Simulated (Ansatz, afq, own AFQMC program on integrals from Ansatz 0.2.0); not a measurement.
# CHGe, quartet → CHGe, sextet

```tsv
atom	x (Å)	y (Å)	z (Å)
Ge	0.0000	0.0140	0.3105
C	0.0000	-0.1369	-1.6710
H	0.0000	0.6198	-2.4658
```

Connectivity, by distances: Ge–CH.

E(sextet, charge +0) − E(quartet, charge +0) at this geometry, on UHF and UHF determinants.

Basis cc-pVDZ. Noble-gas cores (and the filled d shells of Ga–Kr and In–Xe) are frozen. Ansatz 0.2.0 and our own AFQMC program on the same integrals; the CISD trial comes from CCSD amplitudes, and released means the phaseless constraint is let go. Uncertainties: one standard error, sampling alone. No spin–orbit coupling. The errors of all members are added in quadrature.

No full CI on the walks' own integrals is used here; CCSDT(Q) serves as the reference and is uncertain by about the last step of the cluster series. Each member takes its own surest rung, up to full CI.

Errors are counted within cc-pVDZ, not against nature.

Cautions: inner d shell frozen; no relativity below Rb; no spin-orbit coupling; CHGe (quartet): lower spins were not checked; CHGe (sextet): another spin lies lower.

Reference (CCSDT(Q)): 273.6 kJ/mol.

| level | vertical spin gap (kJ/mol) | error against CCSDT(Q) (kJ/mol) |
| --- | --- | --- |
| HF | 192.2 | -81.4 |
| MP2 | 252.2 | -21.4 |
| CCSD | 268.9 | -4.7 |
| CCSD(T) | 272.3 | -1.3 |
| CCSDT | 273.3 | -0.3 |
| ph-AFQMC/CISD | 271.8 ± 1.0 | -1.9 ± 1.0 |
| released AFQMC | 273.1 ± 1.5 | -0.5 ± 1.5 |

Correlation beyond CCSD(T) adds 1.3 kJ/mol. The perturbative (T) step is worth +3.4 kJ/mol.

A walk keeps the symmetry of its determinant, which the program's search chose and which needn't be the lowest solution, so a lower state of the same spin and another symmetry isn't excluded. Released energies are given only where the last usable release times agree within the noise; a slower fall can still hide under it.
